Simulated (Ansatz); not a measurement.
Ansatz (a program for electronic structure) input (BLYP/6-31G*):

Ansatz 0.2 input:
```yaml
crystal:
  periodic: [false, false, false]
  atoms:
    - {symbol: Cl, position_ang: [-0.00000000, -0.00000000, -0.95498874]}
    - {symbol: Cl, position_ang: [0.00000000, 0.00000000, 0.95498874]}
basis:
  gaussian:
    orbitals: 6-31G*
hamiltonian:
  xc: {name: BLYP}
total_charge: 1
magnetization: {spin_polarized: true, initial_magnetization: 1}
output: {forces: true}
```

Q: Predict the final energy.

A: -919.90741 Eh.
